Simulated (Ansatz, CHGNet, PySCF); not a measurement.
## How well does each level of theory give the lattice constant a of grey tin (α-Sn)?

Reference value: 6.477 Å (measured, static lattice: zero-point anharmonic expansion removed; as tabulated in Mejia-Rodriguez and Trickey (2018), arXiv:1807.09216).

Task: What do CHGNet-r²SCAN, LDA, PBE, PBE-D4, PBE0, Hartree–Fock, MP2 give, and how far is each from the reference?

Result: 
```
level (code)              value (Å)  error (%)
---------------------  ------------  ---------
CHGNet-r²SCAN                 6.590      +1.74
LDA (Ansatz)                  6.472      -0.08
PBE (Ansatz)                  6.655      +2.75
PBE-D4 (Ansatz)               6.565      +1.36
PBE0 (Ansatz)                 6.544      +1.03
Hartree–Fock (Ansatz)         6.605      +1.98
MP2 (PySCF)            6.444 ± 0.02      -0.51
```

Closest of the ranked levels: LDA (-0.08 %). Farthest off among them: PBE (+2.75 %). Of the ranked levels only LDA lands within 0.3 %.

A ± on a computed value is a rough bar: the spread of its extrapolation, a floor set from checks against published values, or a statistical error. Cutoffs and k meshes differ between the levels. Ansatz's density-functional and Hartree–Fock values are scalar-relativistic unless marked +SOC, with PAW data made under PBE.

Machine-learned potentials (CHGNet-r²SCAN) are trained on DFT data: a solid inside that data is no test of them.

Differences are worked out from the printed values.

Ansatz is a quantum-chemistry and plane-wave program.
